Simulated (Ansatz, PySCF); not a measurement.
Cohesive energy (eV/atom) of solids drawn from the class of elemental solids other than molecular ones, at two levels: PBE (Ansatz, a first-principles code, PySCF; the runs differ in potentials, basis or settings), and LDA in Ansatz (PAW).

| solid | PBE | LDA | shift (eV/atom) |
|---|---|---|---|
| bcc W | 8.40 | 10.18 | +1.78 |
| bcc Rb | 0.77 | 0.92 | +0.15 |
| diamond | 7.72 | 8.95 | +1.23 |
| bcc Mo | 6.31 | 8.10 | +1.79 |
| hcp Ru | 6.76 | 8.78 | +2.02 |
| bcc Na | 1.08 | 1.25 | +0.17 |
| hcp Ti | 5.28 | 6.45 | +1.17 |
| fcc Rh | 5.73 | 7.60 | +1.87 |
| bcc Ba | 1.88 | 2.24 | +0.36 |
| hcp Mg | 1.50 | 1.77 | +0.27 |

The shifts run from +0.15 eV/atom to +2.02 eV/atom, with a median of +1.20 eV/atom.

Over all 10 rows LDA is the larger in 10.

Ansatz's runs of these crystals have no spin polarisation.

Spin–orbit coupling is left out, also for the solids with elements from indium on (bcc W, bcc Ba); its size isn't shown.

Free atoms are spin-polarised, in the lowest state found; at levels without +SOC their spin–orbit coupling is left out. The solid named is at each level's own relaxed cell; a reference phase can be a single point on another level's cell. Ansatz's density-functional and Hartree–Fock values are scalar-relativistic unless marked +SOC, with PAW data made under PBE.
